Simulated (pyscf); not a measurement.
Thermochemistry of product channels of O=Cr(=O)=O + SiH₄ on the singlet surface, in kcal/mol, from ωB97M-D3(BJ)/def2-TZVP energies (ideal gas, 1 atm, RRHO with modes under 100 cm⁻¹ raised to 100, one conformer, R ln 2 for chiral ones without a mode under 150 cm⁻¹). Structures and frequencies: ωB97X-D3(BJ)/def2-SVP in PySCF.

```csv
products,ΔE,ΔH(298 K),ΔG(298 K),ΔG(900 K)
O=Cr(=O)(OH)–SiH₃,(withheld),-54.4,-45.6,-29.6
O=CrH(=O)–O–SiH₃,-68.9,-67.2,-58.1,-40.9
```

Q: What belongs in the gaps?

A: 
- O=Cr(=O)(OH)–SiH₃, ΔE: -57.3

These are energies of the channels, which say nothing of barriers.
